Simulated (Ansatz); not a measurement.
**AlHO (singlet): the correlation ladder at scale of all distances = 1.117, 6-31G**

An exercise on one series of results from a longer session: the logs are not shown, and one member is left open.

Computed with Ansatz 0.2.0, Gaussian basis. Level: 6-31G, core rule «outside noble gas», up to 6 orbitals frozen.

The runs, in order: UHF; CCSD(T) on RHF; BCCD(T) on RHF; CISD; CCSDT(Q) on RHF; CISDTQ; CCSDTQ on RHF; CASSCF and MRCISD+Q, 2 electrons in 2 orbitals; CASSCF and NEVPT2, 2 electrons in 2 orbitals; Full CI.

27 further runs of the same task are left out: 18 for a known fault of the program, 5 that didn't finish, 4 set aside as unsound or not needed.

**What is computed**

The geometry derives from a PBE0/def2-TZVP stationary point (not a proven minimum). All distances are scaled together.

3 atoms, charge 0, spin multiplicity 1.

Atoms are counted from 1 here; the program's logs count them from 0.

Bond lengths: Al1–O2 1.870 Å, O2–H3 1.061 Å. Angles: Al1–O2–H3 180.0°.

The first run:

The input, in.yaml:

```yaml
crystal:
  periodic: [false, false, false]
  atoms:
    - {symbol: Al, position_ang: [0.000000, 0.000000, 1.600652]}
    - {symbol: O, position_ang: [0.000000, 0.000000, -0.269731]}
    - {symbol: H, position_ang: [0.000000, 0.000000, -1.330921]}
basis:
  gaussian: {orbitals: 6-31G}
magnetization: {spin_polarized: true, initial_magnetization: 0}
hamiltonian: {xc: hf}
output: {orbitals: {seedname: orbitals}}
```

Run with:

```console
> ansatz run in.yaml --threads 1 --pin off --events-out ev --progress --plain --max-ram 2393MiB
```

Steps of the session up to this table: UHF; CCSD(T) on RHF; BCCD(T) on RHF; CISD; CCSDT(Q) on RHF; CISDTQ; CCSDTQ on RHF; CASSCF and MRCISD+Q, 2 electrons in 2 orbitals; CASSCF and NEVPT2, 2 electrons in 2 orbitals; Full CI.

One table of the session follows, with a row left open; its other results are not shown here.

```
       method  from FCI (kJ/mol)
          RHF             +466.8
         RMP2              +43.7
         CISD              +45.5
        RCCSD                  ?
     RCCSD(T)               +2.7
      BCCD(T)               +2.0
       RCCSDT               +2.0
       CISDTQ               +2.6
    RCCSDT(Q)               -0.5
      RCCSDTQ                0.0
  CASSCF pair             +405.0
  NEVPT2 pair              +37.0
  MRCISD pair              +36.6
MRCISD+Q pair               +6.8
          FCI                  0
```

**Question.** Estimate the row for RCCSD.

**Answer.** from FCI (kJ/mol): +12.1. In the column «from FCI (kJ/mol)» it lies between MRCISD+Q pair (+6.8) and MRCISD pair (+36.6).

Limits of these values: RCCSDT(Q) falls below full CI, which methods that aren't variational can do.
